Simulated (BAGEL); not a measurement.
# C2Cl2F2 (SMILES F/C(Cl)=C(\F)Cl) at 4 levels

Aim: a comparison of 4 runs (B3LYP/6-31G*, B3LYP/cc-pVDZ, PBE0/cc-pVDZ, RI-MP2/cc-pVDZ) of C2Cl2F2. 

Program for the calculation: BAGEL 1.2.2.

### Step 1. Starting point

The species is C2Cl2F2 (6 atoms), meant as a singlet with charge 0. SMILES: `F/C(Cl)=C(\F)Cl`. Geometry: relaxed at PBE0-D4/def2-TZVP.

Bond lengths: F1–C2 1.322 Å, C2–Cl3 1.691 Å, C2–C4 1.330 Å, C4–F5 1.322 Å, C4–Cl6 1.691 Å. Angles: F1–C2–Cl3 114.8°, F1–C2–C4 120.0°, Cl3–C2–C4 125.2°, C2–C4–F5 120.0°, C2–C4–Cl6 125.2°, F5–C4–Cl6 114.8°.

### Step 2. The energy at B3LYP/6-31G(d) (density fitting with qzvpp-jkfit, spherical functions) (run 1)

input.json reads:

```json
{ "bagel": [

{
  "title": "molecule",
  "basis": "6-31gs.json",
  "df_basis": "qzvpp-jkfit",
  "angstrom": true,
  "geometry": [
    { "atom": "F", "xyz": [       0.271900,      -1.736800,      -0.393100 ] },
    { "atom": "C", "xyz": [       0.288700,      -0.567500,       0.224400 ] },
    { "atom": "Cl", "xyz": [       1.120900,      -0.554700,       1.696000 ] },
    { "atom": "C", "xyz": [      -0.320700,       0.481300,      -0.320400 ] },
    { "atom": "F", "xyz": [      -0.944200,       0.355800,      -1.479800 ] },
    { "atom": "Cl", "xyz": [      -0.381600,       2.030800,       0.353200 ] }
  ]
},

{
  "title": "ks",
  "xc_func": "b3lyp"
},

{
  "title": "print",
  "file": "orbitals.molden",
  "orbitals": true
}

]}
```

The basis set 6-31G* is read from a file made from the Basis Set Exchange's data (not shown).

Started as:

```sh
$ BAGEL_NUM_THREADS=1 BAGEL input.json > input.out
```

Output:

```text
* using 1 threads per process

  ===============================================================
  ===============================================================

  *** Geometry ***

  { "atom" : "F", "xyz" : [      0.513817,     -3.282076,     -0.742851 ] },
  { "atom" : "C", "xyz" : [      0.545564,     -1.072420,      0.424055 ] },
  { "atom" : "Cl", "xyz" : [      2.118194,     -1.048231,      3.204976 ] },
  { "atom" : "C", "xyz" : [     -0.606035,      0.909525,     -0.605468 ] },
  { "atom" : "F", "xyz" : [     -1.784279,      0.672365,     -2.796417 ] },
  { "atom" : "Cl", "xyz" : [     -0.721119,      3.837656,      0.667451 ] },

  Number of auxiliary basis functions:      560

  Since a DF basis is specified, we compute 2- and 3-index integrals:
    o Being stored without compression. Storage requirement is 0.038 GB

  Number of basis functions:       92
  Number of electrons      :       64

    * METHOD: MOLECULE                             0.29

  *** Kohn-Sham DFT ***

    * Removing 11541 points whose weight is below 1.00e-10
    * Grid points: 77895

  === Nuclear Repulsion ===
   354.4312993321

       - DIIS with orbital gradients will be used.

  === KS iteration (b3lyp / 6-31gs.json) ===
      0      -1165.16172118          0.13965285           0.36
      1      -1170.40729984          0.15816291           0.34
      2      -1155.84354402          0.15615055           0.34
      3      -1187.97899275          0.09838351           0.34
      4      -1195.71924694          0.02933292           0.33
      5      -1195.76435487          0.02984507           0.33
      6      -1196.20310912          0.00360959           0.33
      7      -1196.20908085          0.00120157           0.34
      8      -1196.21002238          0.00017721           0.34
      9      -1196.21003834          0.00002714           0.34
     10      -1196.21003882          0.00000752           0.35
     11      -1196.21003885          0.00000610           0.35
     12      -1196.21003887          0.00000154           0.35
     13      -1196.21003887          0.00000024           0.35
     14      -1196.21003887          0.00000010           0.34
     15      -1196.21003887          0.00000003           0.34
     16      -1196.21003887          0.00000001           0.34
     17      -1196.21003887          0.00000000           0.35
    * SCF iteration converged.

    * Permanent dipole moment:
           (   -0.063178,    -0.127692,    -0.175280) a.u.

    * METHOD: KS                                   6.50

    * METHOD: PRINT                                0.01

  ===============================================================
```

Wall time 7.2 s (1 thread of Arm Neoverse V2, shared host); peak memory 0.39 GiB.

### Step 3. A single-point energy at B3LYP/cc-pVDZ (density fitting with qzvpp-jkfit) (run 2)

Changes to input.json since step 2:

```diff
@@ -4,3 +4,3 @@
   "title": "molecule",
-  "basis": "6-31gs.json",
+  "basis": "cc-pvdz.json",
   "df_basis": "qzvpp-jkfit",
```

The basis set cc-pVDZ is read from a file made from the Basis Set Exchange's data (not shown).

Started as:

```sh
$ BAGEL_NUM_THREADS=1 BAGEL input.json > input.out
```

Output:

```text
* using 1 threads per process

  ===============================================================
  ===============================================================

  *** Geometry ***

  { "atom" : "F", "xyz" : [      0.513817,     -3.282076,     -0.742851 ] },
  { "atom" : "C", "xyz" : [      0.545564,     -1.072420,      0.424055 ] },
  { "atom" : "Cl", "xyz" : [      2.118194,     -1.048231,      3.204976 ] },
  { "atom" : "C", "xyz" : [     -0.606035,      0.909525,     -0.605468 ] },
  { "atom" : "F", "xyz" : [     -1.784279,      0.672365,     -2.796417 ] },
  { "atom" : "Cl", "xyz" : [     -0.721119,      3.837656,      0.667451 ] },

  Number of auxiliary basis functions:      560

  Since a DF basis is specified, we compute 2- and 3-index integrals:
    o Being stored without compression. Storage requirement is 0.038 GB

  Number of basis functions:       92
  Number of electrons      :       64

    * METHOD: MOLECULE                             0.28

  *** Kohn-Sham DFT ***

    * Removing 11541 points whose weight is below 1.00e-10
    * Grid points: 77895

  === Nuclear Repulsion ===
   354.4312993321

       - DIIS with orbital gradients will be used.

  === KS iteration (b3lyp / cc-pvdz.json) ===
      0      -1170.50332559          0.11479285           0.37
      1      -1178.96425618          0.12188207           0.35
      2      -1154.80259514          0.15762453           0.35
      3      -1191.93966577          0.05925730           0.34
      4      -1196.03498250          0.01493776           0.35
      5      -1196.24107845          0.00759758           0.34
      6      -1196.27890136          0.00265822           0.34
      7      -1196.28292313          0.00140844           0.33
      8      -1196.28432812          0.00045600           0.34
      9      -1196.28452215          0.00013055           0.34
     10      -1196.28452191          0.00012768           0.33
     11      -1196.28453641          0.00000905           0.34
     12      -1196.28453646          0.00000048           0.35
     13      -1196.28453646          0.00000050           0.36
     14      -1196.28453646          0.00000018           0.35
     15      -1196.28453646          0.00000005           0.34
     16      -1196.28453646          0.00000002           0.34
     17      -1196.28453646          0.00000000           0.34
    * SCF iteration converged.

    * Permanent dipole moment:
           (   -0.079600,    -0.160994,    -0.221018) a.u.

    * METHOD: KS                                   6.59

    * METHOD: PRINT                                0.01

  ===============================================================
```

Run time: 7.2 s. Hardware: 1 thread of Arm Neoverse V2, shared host; peak memory 0.39 GiB.

### Step 4. A single-point energy at PBE0/cc-pVDZ (density fitting with qzvpp-jkfit) (run 3)

dft.json reads:

```json
{ "bagel" : [

{
  "title" : "molecule",
  "basis" : "cc-pvdz.json",
  "df_basis" : "qzvpp-jkfit",
  "angstrom" : true,
  "geometry" : [
    { "atom" : "F", "xyz" : [    0.271900,   -1.736800,   -0.393100 ] },
    { "atom" : "C", "xyz" : [    0.288700,   -0.567500,    0.224400 ] },
    { "atom" : "Cl", "xyz" : [    1.120900,   -0.554700,    1.696000 ] },
    { "atom" : "C", "xyz" : [   -0.320700,    0.481300,   -0.320400 ] },
    { "atom" : "F", "xyz" : [   -0.944200,    0.355800,   -1.479800 ] },
    { "atom" : "Cl", "xyz" : [   -0.381600,    2.030800,    0.353200 ] }
  ]
},
{ "title" : "ks", "xc_func" : "pbe0" },
{ "title" : "print", "file" : "orbitals.molden", "orbitals" : true }

]}
```

The basis set cc-pVDZ is read from a file made from the Basis Set Exchange's data (not shown).

Started as:

```sh
$ BAGEL_NUM_THREADS=1 BAGEL dft.json > dft.out
```

Output:

```text
* using 1 threads per process

  ===============================================================
  ===============================================================

  *** Geometry ***

  { "atom" : "F", "xyz" : [      0.513817,     -3.282076,     -0.742851 ] },
  { "atom" : "C", "xyz" : [      0.545564,     -1.072420,      0.424055 ] },
  { "atom" : "Cl", "xyz" : [      2.118194,     -1.048231,      3.204976 ] },
  { "atom" : "C", "xyz" : [     -0.606035,      0.909525,     -0.605468 ] },
  { "atom" : "F", "xyz" : [     -1.784279,      0.672365,     -2.796417 ] },
  { "atom" : "Cl", "xyz" : [     -0.721119,      3.837656,      0.667451 ] },

  Number of auxiliary basis functions:      560

  Since a DF basis is specified, we compute 2- and 3-index integrals:
    o Being stored without compression. Storage requirement is 0.038 GB

  Number of basis functions:       92
  Number of electrons      :       64

    * METHOD: MOLECULE                             0.29

  *** Kohn-Sham DFT ***

    * Removing 11541 points whose weight is below 1.00e-10
    * Grid points: 77895

  === Nuclear Repulsion ===
   354.4312993321

       - DIIS with orbital gradients will be used.

  === KS iteration (pbe0 / cc-pvdz.json) ===
      0      -1169.89441890          0.11456564           0.35
      1      -1179.90418911          0.11948752           0.33
      2      -1150.99734751          0.17209766           0.33
      3      -1192.15774449          0.05134910           0.33
      4      -1195.26256012          0.02099156           0.33
      5      -1195.66206923          0.00458464           0.34
      6      -1195.68237862          0.00258358           0.34
      7      -1195.68782674          0.00100535           0.33
      8      -1195.68861523          0.00018349           0.33
      9      -1195.68863657          0.00009963           0.34
     10      -1195.68864181          0.00005844           0.34
     11      -1195.68864454          0.00000748           0.35
     12      -1195.68864459          0.00000338           0.35
     13      -1195.68864460          0.00000117           0.35
     14      -1195.68864460          0.00000022           0.35
     15      -1195.68864460          0.00000014           0.35
     16      -1195.68864460          0.00000006           0.34
     17      -1195.68864460          0.00000002           0.33
     18      -1195.68864460          0.00000001           0.33
    * SCF iteration converged.

    * Permanent dipole moment:
           (   -0.079624,    -0.161043,    -0.221086) a.u.

    * METHOD: KS                                   6.81

    * METHOD: PRINT                                0.01

  ===============================================================
```

It took 7.5 s on 1 thread of Arm Neoverse V2, shared host; peak memory 0.39 GiB.

### Step 5. The energy at RI-MP2/cc-pVDZ (density fitting with qzvpp-jkfit) (run 4)

input.json reads:

```json
{ "bagel" : [

{
  "title" : "molecule",
  "basis" : "cc-pvdz.json",
  "df_basis" : "qzvpp-jkfit",
  "angstrom" : true,
  "geometry" : [
    { "atom" : "F", "xyz" : [    0.271900,   -1.736800,   -0.393100 ] },
    { "atom" : "C", "xyz" : [    0.288700,   -0.567500,    0.224400 ] },
    { "atom" : "Cl", "xyz" : [    1.120900,   -0.554700,    1.696000 ] },
    { "atom" : "C", "xyz" : [   -0.320700,    0.481300,   -0.320400 ] },
    { "atom" : "F", "xyz" : [   -0.944200,    0.355800,   -1.479800 ] },
    { "atom" : "Cl", "xyz" : [   -0.381600,    2.030800,    0.353200 ] }
  ]
},
{
  "title" : "hf"
},
{
  "title" : "mp2",
  "ncore" : 14
}

]}
```

The basis set cc-pVDZ is read from a file made from the Basis Set Exchange's data (not shown).

Started as:

```sh
$ BAGEL_NUM_THREADS=1 BAGEL input.json > input.out
```

Output:

```text
* using 1 threads per process

  ===============================================================
  ===============================================================

  *** Geometry ***

  { "atom" : "F", "xyz" : [      0.513817,     -3.282076,     -0.742851 ] },
  { "atom" : "C", "xyz" : [      0.545564,     -1.072420,      0.424055 ] },
  { "atom" : "Cl", "xyz" : [      2.118194,     -1.048231,      3.204976 ] },
  { "atom" : "C", "xyz" : [     -0.606035,      0.909525,     -0.605468 ] },
  { "atom" : "F", "xyz" : [     -1.784279,      0.672365,     -2.796417 ] },
  { "atom" : "Cl", "xyz" : [     -0.721119,      3.837656,      0.667451 ] },

  Number of auxiliary basis functions:      560

  Since a DF basis is specified, we compute 2- and 3-index integrals:
    o Being stored without compression. Storage requirement is 0.038 GB

  Number of basis functions:       92
  Number of electrons      :       64

    * METHOD: MOLECULE                             0.28

  *** RHF ***

  === Nuclear Repulsion ===
   354.4312993321

      * DIIS with orbital gradients will be used.

  === RHF iteration (cc-pvdz.json) ===
      0      -1193.38691125          0.01300960           0.11
      1      -1193.49027028          0.00984750           0.11
      2      -1193.56082402          0.00112470           0.11
      3      -1193.56268156          0.00021764           0.11
      4      -1193.56275485          0.00007606           0.11
      5      -1193.56276644          0.00002355           0.11
      6      -1193.56276735          0.00000685           0.11
      7      -1193.56276741          0.00000128           0.11
      8      -1193.56276742          0.00000033           0.11
      9      -1193.56276742          0.00000018           0.11
     10      -1193.56276742          0.00000004           0.11
     11      -1193.56276742          0.00000001           0.11
     12      -1193.56276742          0.00000000           0.11
    * SCF iteration converged.

    * Permanent dipole moment:
           (   -0.123094,    -0.248889,    -0.341591) a.u.

    * METHOD: HF                                   1.63

  *** RHF ***

  === Nuclear Repulsion ===
   354.4312993321

      * DIIS with orbital gradients will be used.

  === RHF iteration (cc-pvdz.json) ===
      0      -1193.56276742          0.00000000           0.10
    * SCF iteration converged.

    * Permanent dipole moment:
           (   -0.123094,    -0.248889,    -0.341591) a.u.

  === DF-MP2 calculation ===

    * freezing 14 orbitals
    * 3-index integral transformation done
    * assembly done

      MP2 correlation energy:   -0.8969388897      0.06

      MP2 total energy:       -1194.4597063066

    * METHOD: MP2                                  0.30

  ===============================================================
```

Run time: 2.3 s. Hardware: 1 thread of Arm Neoverse V2, shared host; peak memory 0.15 GiB.

### Step 6. The series

| run | level | frozen core orbitals | energy (Eh) | dipole moment (D) | HOMO energy (eV) | LUMO energy (eV) | wall time |
| --- | --- | --- | --- | --- | --- | --- | --- |
| 1 | B3LYP/6-31G* (density fitting with qzvpp-jkfit, spherical functions) | – | -1196.210039 | 0.57 | -6.88 | -0.08 | 7.2 s |
| 2 | B3LYP/cc-pVDZ (density fitting with qzvpp-jkfit) | – | -1196.284536 | 0.72 | -6.92 | -0.16 | 7.2 s |
| 3 | PBE0/cc-pVDZ (density fitting with qzvpp-jkfit) | – | -1195.688645 | 0.72 | -7.21 | 0.02 | 7.5 s |
| 4 | RI-MP2/cc-pVDZ (density fitting with qzvpp-jkfit) | 14 | -1194.459706 | – | – | – | 2.3 s |

### Step 7. Results

| quantity | value |
| --- | --- |
| run 4: total energy | -1194.45971 Eh |
| run 4: correlation energy (14 core orbitals frozen) | -896.9 mEh |

In words: Over runs 1, 2, 3 the dipole moment (its size) runs from 0.57 D (B3LYP/6-31G*) to 0.72 D (PBE0/cc-pVDZ). The two ends differ in method and basis. Over runs 1, 2, 3 the HOMO–LUMO gap runs from 6.76 eV (B3LYP/cc-pVDZ) to 7.23 eV (PBE0/cc-pVDZ). Totals of different functionals can't be ranked against each other. All runs together took 24 s, the longest 7.5 s.
